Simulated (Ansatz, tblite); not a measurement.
How methods differ on C6H12 (1-hexene)

C6H12 has 18 atoms, charge 0, and is taken as a singlet. SMILES: `C=CCCCC`. The coordinates come from a PBE0-D4/def2-TZVP relaxation. This is one conformer, not always the lowest.

Quantity: the atomisation enthalpy at 298 K, in kJ/mol. The values are calculated. The thermal term (zero-point and 298 K enthalpy, harmonic and unscaled) is that of GFN1-xTB; the spin-orbit lowering of the free atoms at 298 K, 0.1 kJ/mol by their spectra, is taken off.

Measured value to compare with: CRC Handbook of Chemistry and Physics gives the atomisation enthalpy at 298 K of the gas as 6961 kJ/mol.

```json
{"level": "HF/6-31G* (spherical functions)", "kind": "Hartree–Fock", "program": "Ansatz", "value (kJ/mol)": "5195", "computed − measured": "-1766"}
{"level": "SVWN5/6-31G* (spherical functions)", "kind": "LDA", "program": "Ansatz", "value (kJ/mol)": "7952", "computed − measured": "+991"}
{"level": "PBE/6-31G* (spherical functions)", "kind": "GGA", "program": "Ansatz", "value (kJ/mol)": "7093", "computed − measured": "+132"}
{"level": "B3LYP/6-31G* (spherical functions)", "kind": "global hybrid", "program": "Ansatz", "value (kJ/mol)": "6931", "computed − measured": "-30"}
{"level": "wB97M-V/6-31G* (spherical functions)", "kind": "range-separated hybrid", "program": "Ansatz", "value (kJ/mol)": "7050", "computed − measured": "+89"}
{"level": "B2PLYP/6-31G* (spherical functions)", "kind": "double hybrid", "program": "Ansatz", "value (kJ/mol)": "6767", "computed − measured": "-194"}
{"level": "MP2/6-31G* (spherical functions)", "kind": "perturbation theory", "program": "Ansatz", "value (kJ/mol)": "6421", "computed − measured": "-540"}
{"level": "CCSD(T)/6-31G* (spherical functions)", "kind": "coupled cluster or CI", "program": "Ansatz", "value (kJ/mol)": "6371", "computed − measured": "-590"}
```

Nearest: B3LYP/6-31G* (spherical functions) (-30 kJ/mol); farthest: HF/6-31G* (spherical functions) (-1766 kJ/mol). Computed less measured by kind, in kJ/mol (of the ab initio rows, those in 6-31G*): Hartree–Fock -1766; LDA +991; GGA +132; global hybrid -30; range-separated hybrid +89; double hybrid -194; perturbation theory -540; coupled cluster or CI -590. In a finite basis correlated wave-function methods underbind, so their errors here aren't those of the basis-set limit.
